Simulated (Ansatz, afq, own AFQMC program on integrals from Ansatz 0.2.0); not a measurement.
Where AFQMC and coupled cluster stand for AlBH, doublet

```xyz
3

B     0.0000    0.5128    1.8155
Al    0.0000    0.1755   -0.2336
H     0.0000   -0.6883   -1.5819
```

Connectivity, by distances: B–AlH.

Basis 6-31G. Only valence electrons are correlated. Ansatz 0.2.0 and our own AFQMC program on the same integrals; the CISD trial comes from CCSD amplitudes, and released means the phaseless constraint is let go. ± is one standard error of the sampling.

Determinant: ROHF, the one that the program's search chose, which needn't be the lowest solution. The geometry is a point of a scan.

Full CI is exact in this basis; its frozen core comes from its own orbitals, which moves totals by up to a few meV.

Cautions: a spin-contaminated unrestricted determinant lies lower (UHF 885 meV lower, ⟨S²⟩ 1.70); the search met a lower determinant of the same kind, perhaps of another symmetry (55 meV lower), and this one is a saddle point; strong correlation (T1 0.076, weight of the determinant 0.79, largest double 0.16); the released energies are still falling, so no released level is given (meV from the phaseless value at times in 1/Eh: -11 ± 4 at 0.24, -18 ± 4 at 0.51, -23.0 ± 2.3 at 0.99, -38 ± 3 at 1.62, -43 ± 5 at 2.40); CCSDTQ on the UHF determinant differs (632 meV higher), so the two series follow different states; full CI with its own frozen core; a state of higher spin lies lower (by 457 meV).

- T1 diagnostic: 0.0762
- weight of the determinant in the CISD state: 0.792
- size of the correlated space: 7 electrons in 18 orbitals

Reference: full CI, correlation energy -3.195 eV. CCSDTQ lies 1.2 meV above full CI, in part by the other frozen core, which shifts every row alike, so rows that close can't be ranked against it. The cautions show a poor starting determinant, so the rows tell how each method copes with it here, and full CI is the sure value.

| level | E − E(reference) (mEh) | share of correlation (%) |
| --- | --- | --- |
| HF | 117.41 | 0.00 |
| MP2 | 44.80 | 61.84 |
| CCSD | 8.42 | 92.83 |
| CCSD(T) | 2.95 | 97.49 |
| CCSDT | 0.66 | 99.44 |
| CCSDT(Q) | 0.01 | 99.99 |
| CCSDTQ | 0.04 | 99.96 |
| ph-AFQMC/CISD | 3.04 ± 0.15 | 97.41 |

CCSDT and higher add their correlation energy to the determinant of the CCSD(T) run, since their own runs factorise the integrals more tightly (a shift of under 2 meV). A walk keeps the symmetry of its determinant, which the program's search chose and which needn't be the lowest solution, so a lower state of the same spin and another symmetry isn't excluded.
